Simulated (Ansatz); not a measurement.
# CH$_{6}$Si, singlet in 6-31G*: errors against RCCSDTQ

Geometry: MP2(full)/6-31G*, from the G2/97 set.

```xyz
8

C     0.0000    0.0000   -1.2762
Si    0.0000    0.0000    0.6040
H     0.0000   -1.0198   -1.6681
H    -0.8831    0.5099   -1.6681
H     0.8831    0.5099   -1.6681
H     0.0000    1.3912    1.1270
H    -1.2048   -0.6956    1.1270
H     1.2048   -0.6956    1.1270
```

Basis 6-31G* (Cartesian d functions); Ansatz 0.2.0. Correlated methods freeze the noble-gas cores, which leaves 14 electrons in 40 orbitals. Prefix R: restricted or restricted open-shell reference. Active spaces: frontier = (8e, 8o) about the gap.

Full CI isn't at hand for all of this; RCCSDTQ serves as the reference, and is uncertain by about the last step of the cluster series.

```
UHF ⟨S²⟩                          : 0.000
T1 diagnostic (RCCSD)             : 0.0109
largest doubles amplitude (RCCSD) : 0.034
```

```tsv
level	E − E(RHF) (eV)
RMP2	-5.7956
RCCSD	-6.7942
RCCSD(T)	-6.9528
```

**Question.** Estimate how far RCCSDTQ in 6-31G* lies from RCCSD(T). The table doesn't fix it; the size of (T) and the diagnostics are the guide.

**Answer.** RCCSDTQ in 6-31G* lies 29 meV below RCCSD(T), which is 18 % of the (T) step (-159 meV). The diagnostics are small and one determinant leads, so the series closes fast and only a small part of (T) is left.

The other levels:

```json
{"level": "CISD", "E − E(RCCSDTQ) (meV)": "724", "share of correlation (%)": "89.63", "wall time": "0.97 s"}
{"level": "BCCD(T)", "E − E(RCCSDTQ) (meV)": "28", "share of correlation (%)": "99.60", "wall time": "0.69 s"}
{"level": "RCCSDT", "E − E(RCCSDTQ) (meV)": "6", "share of correlation (%)": "99.92", "wall time": "–"}
{"level": "RCCSDT(Q)", "E − E(RCCSDTQ) (meV)": "0", "share of correlation (%)": "100.00", "wall time": "8.5 s"}
{"level": "CASSCF (frontier space)", "E − E(RCCSDTQ) (meV)": "4740", "share of correlation (%)": "32.11", "wall time": "–"}
{"level": "NEVPT2 (frontier space)", "E − E(RCCSDTQ) (meV)": "1163", "share of correlation (%)": "83.34", "wall time": "3.9 s"}
{"level": "MRCISD (frontier space)", "E − E(RCCSDTQ) (meV)": "362", "share of correlation (%)": "94.81", "wall time": "–"}
{"level": "MRCISD+Q (frontier space)", "E − E(RCCSDTQ) (meV)": "33", "share of correlation (%)": "99.53", "wall time": "5.5 s"}
```

The correlation energy at RCCSDTQ, counted from RHF, is -6.982 eV. That run took 18 s on 2 threads of AMD EPYC 7R13 with a shared H100 80 GB, shared host.

Times hold each run's SCF and search for its determinant on a shared host, so for small cases they say little of a method's own cost; they ran on 1 thread of AMD EPYC 7R13.

Atomization energy (electronic, same basis, no zero-point term; atoms at the same level, unrestricted beside the R rows where the molecule is a closed shell, with restricted open-shell steps beyond CCSDT(Q)) at RCCSDTQ: 2354.9 kJ/mol. Errors of other levels:

```
    level  error (kJ/mol)
      RHF          -332.8
     RMP2           -16.0
     CISD           -61.8
    RCCSD           -11.9
 RCCSD(T)            -1.2
  BCCD(T)            -0.9
   RCCSDT            -0.5
RCCSDT(Q)            -0.1
```

This basis is far from its limit, so the value isn't to be set against a measured one. Truncated CI isn't size-consistent, which counts against it in atomization.
